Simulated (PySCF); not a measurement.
```xyz
3

N    -0.0624    0.6595    0.0000
N    -0.0624   -0.5187    0.0000
H     0.8742   -0.9855    0.0000
```

Basis set: cc-pVTZ (spherical functions). Frozen core: 2 orbitals. Charge 1, multiplicity 1.

Starred EOM-CCSD(T)(a) on the restricted Hartree–Fock determinant with PySCF 2.14.0; the energies are vertical.

Question: The solver was asked for the few lowest roots only. Give the electron affinities of singlet N₂H(+) among them whose weight of singles is over 0.7 (positive where the electron binds).

Answer:

| root | energy (eV) | weight of singles |
| --- | --- | --- |
| 1 | 9.11 | 0.97 |
| 2 | 7.18 | 0.97 |
| 3 | 3.57 | 0.98 |

Higher main lines weren't sought. Caution: large amplitudes, a single reference is doubtful.
